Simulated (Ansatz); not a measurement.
System (SMILES): S (H2S).
Atoms: S1, H2, H3. Bonds: S1-H2, S1-H3.

Basis-set convergence of the lowest harmonic wavenumber at PBE0 with Ansatz (a first-principles code). Each level at its own minimum, finite differences of forces, unscaled; the reference is a large set that could be run, not a limit. All functions are spherical. The program fits the integrals of some runs and decomposes those of others, by size. No added dispersion term, no relativity. Reference: the value in pcseg-3, 1204 cm⁻¹. Deviations are taken from unrounded values.

| basis | functions | lowest harmonic wavenumber (cm⁻¹) | minus reference (cm⁻¹) |
|---|---|---|---|
| pcseg-0 | 17 | 1230 | 26 |
| pcseg-1 | 28 | 1205 | 1 |
| aug-pcseg-1 | 45 | 1202 | -2 |
| pcseg-2 | 62 | 1205 | 1 |
| aug-pcseg-2 | 96 | 1202 | -2 |
| pcseg-3 | 130 | 1204 | 0 |

The smallest set listed that lies within 10 cm⁻¹ of the reference with all its larger relatives (same family, alike in diffuse functions; a set with none counts only in the reference's own line) is pcseg-1 (28 functions, 1 cm⁻¹ off).
